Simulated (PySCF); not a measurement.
**C$_{2}$H$_{6}$S, SMILES `S(C)C` (charge 0, multiplicity 1)**

Method: TPSSh-D3(BJ)/def2-TZVP // BP86-D3(BJ)/def2-SVP (PySCF 2.14.0).

The HOMO is -5.65 eV. The dipole moment is 1.57 D and the LUMO is 0.48 eV. The HOMO–LUMO gap is 6.13 eV and the total energy comes out as -478.0878 Ha. The cost is around 2.0 core-minutes (rough).

Bonds (Å): C1–S2 1.824, C1–H4 1.110, C1–H5 1.110, C1–H6 1.108, S2–C3 1.824, C3–H7 1.110, C3–H8 1.108, C3–H9 1.110. Angles (°): S2–C1–H4 111.6, S2–C1–H5 111.6, S2–C1–H6 106.9, H4–C1–H5 109.4, H4–C1–H6 108.6, H5–C1–H6 108.6, C1–S2–C3 99.4, S2–C3–H7 111.6, S2–C3–H8 106.9, S2–C3–H9 111.6, H7–C3–H8 108.6, H7–C3–H9 109.4, H8–C3–H9 108.6.
